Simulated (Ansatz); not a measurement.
[OH···H···H], doublet: transfer scan

Starting geometry:

```xyz
4

O    -0.1399   -0.0491    0.0000
H    -0.3893    0.8775    0.0000
H     0.8196   -0.0491    0.0000
H     1.7911   -0.0491    0.0000
```

From there H3 is moved from one fragment to the other while all else, the fragments' distance too, stays fixed; atoms are numbered as listed. Energies are in eV, counted from the starting geometry at the same level.

Basis cc-pVTZ; Ansatz 0.2.0. Correlated methods freeze the noble-gas cores. Prefix R: restricted or restricted open-shell reference; prefix U: unrestricted. Active spaces: valence = (9e, 7o) chosen from the atoms' valence shells.

Runs in a small pair space aren't shown, since their orbitals change along the scan.

Full CI isn't at hand for all of this; UCCSDT(Q) serves as the reference, and is uncertain by about the last step of the cluster series. The frozen core follows each run's orbitals, which can shift R against U totals by a few meV.

```tsv
distance O1-H3 (Å)	UCCSDT(Q)	error RMP2	error RCCSD	error UCCSD(T)	error RCCSDT	error MRCISD (valence space)	error MRCISD+Q (valence space)
0.960	0.000	0.000	0.000	0.000	0.000	0.000	0.000
0.992	0.009	0.006	0.006	0.001	0.001	0.006	0.001
1.057	0.106	0.005	0.016	0.003	0.002	0.015	0.001
1.121	0.245	0.025	0.014	0.005	0.002	0.020	0.001
1.186	0.407	0.235	-0.003	0.006	0.001	0.020	0.002
```

Errors are those of relative energies. In total energy the starting point itself misses UCCSDT(Q) by: RMP2 0.448, RCCSD 0.249, UCCSD(T) 0.015, RCCSDT 0.011, MRCISD (valence space) 0.378, MRCISD+Q (valence space) 0.074 eV.

Spread of the error over the points with a reference, to 1.186 Å (largest less smallest): MRCISD+Q (valence space) 0.002, RCCSDT 0.002, UCCSD(T) 0.006, RCCSD 0.019, MRCISD (valence space) 0.020, RMP2 0.235 eV.
